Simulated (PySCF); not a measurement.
C7H8O.
Atom-mapped SMILES: `[CH3:1][O:2][c:3]1[cH:4][cH:5][cH:6][cH:7][cH:8]1` (hydrogens: H9, H10, H11 on C1; H12 on C4; H13 on C5; H14 on C6; H15 on C7; H16 on C8)

Computed geometry: GFN2-xTB, gas phase.

(1) List the bond lengths, angles and torsions at this level.

## Answers

(1) 
| bond | length (Å) | order |
| --- | --- | --- |
| C1–O2 | 1.406 | single |
| O2–C3 | 1.364 | single |
| C3–C4, C3–C8 | 1.393 | aromatic |
| C4–C5, C7–C8 | 1.382 | aromatic |
| C5–C6, C6–C7 | 1.384 | aromatic |
| C1–H9, C1–H10, C1–H11 | 1.093 | single |
| C4–H12, C8–H16 | 1.079 | single |
| C5–H13, C7–H15 | 1.080 | single |
| C6–H14 | 1.079 | single |

Bonds in one row agree within 0.01 Å and their mean is given. Orders are formal, as drawn. A selection of angles:
| angle | degrees |
| --- | --- |
| C1–O2–C3 | 118.5 |
| O2–C3–C4 | 115.7 |
| O2–C3–C8 | 124.9 |
| C4–C3–C8 | 119.3 |
| C3–C4–C5 | 120.4 |
| C4–C5–C6 | 120.3 |
| C5–C6–C7 | 119.4 |
| C6–C7–C8 | 120.9 |

Dihedral angles: C1–O2–C3–C4 180° (antiperiplanar).

The 6-membered ring C3–C4–C5–C6–C7–C8 has internal angles of 119.3° to 120.9° (sum 720°, against 720° for a flat polygon); it is planar, 0.00 Å rms from its mean plane, widest ring torsion 0°. The 8 heavy atoms lie in one plane (0.001 Å rms). The 2 C–O bonds span 1.364 Å (O2–C3, drawn single) to 1.406 Å (C1–O2, drawn single), a spread of 0.042 Å. Of the pairs four or more bonds apart, C1···H16 is among the closest relative to their van der Waals radii: 2.55 Å, 88 % of the sum of Bondi's values.

Point group: Cs (tolerance 0.08 Å). Not checked by GFN2-xTB frequencies. The numbers are those of one conformer.
